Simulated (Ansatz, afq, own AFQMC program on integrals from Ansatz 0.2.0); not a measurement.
## Where AFQMC and coupled cluster stand for NH$_{3}$⁺, doublet

```yaml
atoms:
  - { symbol: N, position_ang: [-0.0238, -0.0003, 0.0000] }
  - { symbol: H, position_ang: [1.4030, 0.0188, -0.0001] }
  - { symbol: H, position_ang: [-0.5478, 0.8796, -0.0028] }
  - { symbol: H, position_ang: [-0.5239, -0.8940, 0.0028] }
```

Basis 6-31G. Noble-gas cores (and the filled d shells of Ga–Kr and In–Xe) are frozen. AFQMC by an in-house program on the Cholesky factors that Ansatz 0.2.0 writes for its CCSD(T) run. The CISD trial takes its coefficients from CCSD amplitudes. Released means that phaseless walkers are propagated on without the constraint, phases kept. Error bars are statistical, one sigma.

Determinant: UHF, the one that the program's search chose, which needn't be the lowest solution. The geometry is a point of a scan.

Full CI on the same integrals is exact in this basis and with this determinant's frozen core.

Cautions: the ph-AFQMC/CISD walk drifts between its halves (2.1 errors).

The T1 diagnostic is 0.0205 and the weight of the determinant in the CISD state is 0.937. The ⟨S²⟩ of the determinant is 0.795. The size of the correlated space is 7 electrons in 14 orbitals.

```
  level  correlation energy (eV)
    MP2                  -2.5549
   CCSD                  -3.1084
CCSD(T)                  -3.1441
```

(1) Estimate where full CI lies against CCSD(T) on the same integrals.

(1) 0.33 kcal/mol below CCSD(T).

Reference: full CI, correlation energy -3.158 eV. The released energy is read at 2.40 1/Eh (meV from the phaseless value at times in 1/Eh: -1.1 ± 1.7 at 0.24, -0.5 ± 1.3 at 0.51, -1.0 ± 1.2 at 0.99, -1.1 ± 1.0 at 1.62, 0.6 ± 1.2 at 2.40).

| level | E − E(reference) (kcal/mol) | share of correlation (%) |
| --- | --- | --- |
| CCSD(T) | 0.33 | 99.54 |
| CCSDT | 0.16 | 99.78 |
| CCSDT(Q) | 0.01 | 99.99 |
| CCSDTQ | 0.01 | 99.99 |
| ph-AFQMC/CISD | 0.02 ± 0.05 | 99.98 |
| released AFQMC | 0.03 ± 0.03 | 99.96 |

CCSDT and higher add their correlation energy to the determinant of the CCSD(T) run, since their own runs factorise the integrals more tightly (a shift of under 2 meV). A walk keeps the symmetry of its determinant, which the program's search chose and which needn't be the lowest solution, so a lower state of the same spin and another symmetry isn't excluded. Released energies are given only where the last usable release times agree within the noise; a slower fall can still hide under it.
